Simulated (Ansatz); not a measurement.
# Relaxing Os₂C

Level of theory: Ansatz, DFT r2SCAN, scalar-relativistic, plane waves, PAW. Cutoff 500 eV, Γ-centred k mesh, Gaussian smearing, no spin polarisation in the final step.

Os₂C was placed on the AlB2 structure type (P6/mmm, No. 191), with C in place of Al, Os in place of B, at a guessed volume.

```yaml
crystal:
  lattice:
    - [3.24877, 0.00000, 0.00000]
    - [-1.62439, 2.81352, 0.00000]
    - [0.00000, 0.00000, 3.50781]
  atoms:
    - { symbol: Os, position: [0.33333, 0.66667, 0.50000] }
    - { symbol: Os, position: [0.66667, 0.33333, 0.50000] }
    - { symbol: C, position: [0.00000, 0.00000, 0.00000] }
```

Cell and atoms relax at zero pressure; the relaxation can't lower the symmetry of the start. After a coarse first stage the cell is made exact in the group found at 0.06 Å.

The zero of energy is the elements' standard structures at the same level; no fitted shifts are applied.

Question: What does it relax into?

Answer: It keeps P6/mmm (No. 191), but not the shape of the type it started on. Conventional cell: a = 4.161 Å, c = 2.662 Å. Os is coordinated by 3 Os at 2.40 Å, 2 Os at 2.66 Å and 6 C at 2.75 Å; around C lie 2 C at 2.66 Å and 12 Os at 2.75 Å.

```cif
data_structure
_symmetry_space_group_name_H-M 'P6/mmm'
_symmetry_Int_Tables_number 191
_cell_length_a 4.1613
_cell_length_b 4.1613
_cell_length_c 2.6620
_cell_angle_alpha 90.000
_cell_angle_beta 90.000
_cell_angle_gamma 120.000
_cell_volume 39.92
loop_
_atom_site_label
_atom_site_type_symbol
_atom_site_symmetry_multiplicity
_atom_site_Wyckoff_symbol
_atom_site_fract_x
_atom_site_fract_y
_atom_site_fract_z
_atom_site_occupancy
Os1 Os 2 d 0.33333 0.66667 0.50000 1
C1 C 1 a 0.00000 0.00000 0.00000 1
```

Question: What are its volume, energy, density and gap?

Answer: The volume per atom is 13.31 Å³, the density is 16.33 g/cm³ and the energy over the elements is 2.45 eV/atom. The gap on the 12×12×18 mesh is 0 eV (a metal).

The final run used a 12×12×18 mesh on its 3-atom cell and 0.10 eV smearing. For metals, differences of a few meV/atom aren't resolved. Spin–orbit coupling is left out. A structure relaxed within its symmetry needn't be a true minimum.

Cost: 3 runs of about 1.4 core-minutes in all, on Intel Xeon 6975P-C (Granite Rapids) (shared hosts).